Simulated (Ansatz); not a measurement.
## Cost against result

Saddle point of C2H6Cl, doublet (CH₃Cl ([CH3][Cl]) + CH₃ → CH₂Cl ([CH2][Cl]) + CH₄; bonds formed: H1–C4; bonds broken: H1–C2), PBE0-D4/def2-TZVP structure:

```csv
atom,x (Å),y (Å),z (Å)
H1,0.0291,-0.0734,-0.0179
C2,0.5041,0.6014,-1.0391
Cl3,0.0326,2.2680,-0.8532
C4,-0.4759,-0.7650,1.0511
H5,0.0527,0.1611,-1.9244
H6,1.5843,0.4907,-0.9941
H7,0.3498,-0.8146,1.7554
H8,-1.3027,-0.1405,1.3770
H9,-0.7744,-1.7277,0.6454
```

Barriers are electronic and count from the start structure reached by relaxing down the imaginary mode. Spin–orbit coupling is left out.

Computed with Ansatz 0.2.0 (basis: as named in each row); correlated methods freeze the cores; orbitals are unrestricted. B3LYP uses VWN-RPA correlation. Extrapolation: Hartree–Fock as exp(−7.88 √X), correlation as X^−2.97.

Times are rough, for one single point on 4 threads of a shared host (Oxide Virtual Turin-like).

The estimate by CCSD(T) at an estimated basis limit (MP2 extrapolated from triple and quadruple zeta, plus CCSD(T) − MP2 in triple zeta) is 67.6 kJ/mol.

```csv
method,basis,time (s),barrier (kJ/mol),method less estimate
HF,STO-3G,under 1,100.8,33.2
PBE-D4,STO-3G,under 1,-5.8,-73.4
SPW92,def2-SVP,under 1,-4.2,-71.8
B3LYP-D4,6-31G,under 1,52.5,-15.1
PBE-D4,def2-SVP,under 1,25.4,-42.2
PBE0-D4,def2-SVP,under 1,44.7,-22.9
SPW92,def2-TZVPP,2,0.5,-67.1
PBE-D4,def2-TZVPP,2,30.2,-37.4
BLYP-D4,def2-TZVPP,2,38.6,-29.0
wB97M-V,def2-SVP,2,58.1,-9.5
r2SCAN-D4,def2-TZVPP,2,46.9,-20.7
PBE0-D4,def2-TZVPP,2,48.1,-19.5
BHLYP-D4,def2-TZVPP,2,71.7,4.1
B3LYP-D4,def2-TZVPP,3,51.5,-16.1
CAM-B3LYP-D4,def2-TZVPP,3,58.5,-9.1
CCSD(T),def2-SVP,3,72.1,4.5
B2PLYP,def2-TZVPP,3,61.3,-6.3
PBE-QIDH,def2-TZVPP,3,63.4,-4.2
RPA on PBE,def2-TZVPP,4,68.4,0.8
r2SCAN0-D4,def2-TZVPP,4,58.6,-9.0
B97M-V,def2-TZVPP,6,53.9,-13.7
wB97X-V,def2-TZVPP,6,58.5,-9.1
wB97M-V,def2-TZVPP,6,63.6,-4.0
MP2,def2-QZVPP,10,71.9,4.3
CCSD(T),def2-TZVPP,64,68.2,0.7
```

All methods are single points on the PBE0-D4 structures; a negative value means that the method puts the saddle structure below the start.

T1 diagnostic: at most 0.014. ⟨S²⟩ of the unrestricted Hartree–Fock references: 0.76 to 0.79 (a pure state has 0.75).

Labels in which every atom is bracketed show which atoms are joined, not bond orders.
